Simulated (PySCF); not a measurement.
Compound: C3H3ClFS (doublet state).
Z-matrix (Å and degrees, GFN2-xTB geometry), rows numbered from 1:
```
C 
S   1  1.8135
C   2  1.8171  1   99.06
Cl  3  1.7234  2  115.99  1    60.03
C   3  1.3002  2  121.82  1  -115.25
F   5  1.3142  3  131.40  2    -7.92
H   1  1.0852  2  106.37  3  -173.63
H   1  1.0857  2  109.22  3   -54.25
H   1  1.0860  2  109.40  3    67.52
```

The hyperfine couplings belong to this conformer and change with its torsions.

Identity: `CS/C(Cl)=[C]\F` [radical].

Computed, not measured: UKS B3LYP, pcH-1 on C Cl F H S, non-relativistic, mean-field spin-orbit, GIAO in PySCF 2.14.0. Geometry: GFN2-xTB, one conformer, isolated molecule. The geometry wasn't refined by DFT: couplings that depend on bond lengths, twists or pyramidal angles can differ widely from those at the functional's own minimum. No stability test was run, so a lower SCF solution isn't excluded.

**Question.** The isotropic 13C couplings are +511.9, +59.4, -4.6 MHz. Assign them to C1; C3; C5.

**Answer.** 
```csv
site,a_iso (MHz),ρ(0) (bohr⁻³),position,distance from C5 (Å),spin population,largest |T| (MHz)
C1,-4.6,-0.0041,3 bonds from C5,3.73,-0.01,1.0
C3,+59.4,+0.0529,1 bond from C5,1.30,-0.12,27.6
C5,+511.9,+0.4554,largest spin population,0.00,+0.92,130.0
```

ρ(0) is the spin density at the nucleus and T the dipolar tensor; a_iso includes a spin–orbit part; entries for several nuclei are means. The largest Mulliken spin populations are on C5 (+0.92), C3 (-0.12), S2 (+0.12) and F6 (+0.08). No atom but C5 exceeds +0.15. The positive populations add up to 1.13 and the negative ones to -0.13, together 2S = 1.

Examples of negative spin density at the nucleus (bohr⁻³): C1 (-0.0041) and S2 (-0.0022).

Nuclei that the bonding pattern makes equivalent are averaged, as if the motion that swaps them (rotation, inversion, ring flip) were fast. The three 1H nuclei of mean +5.0 MHz run from -0.7 to 9.1 MHz in the frozen geometry.
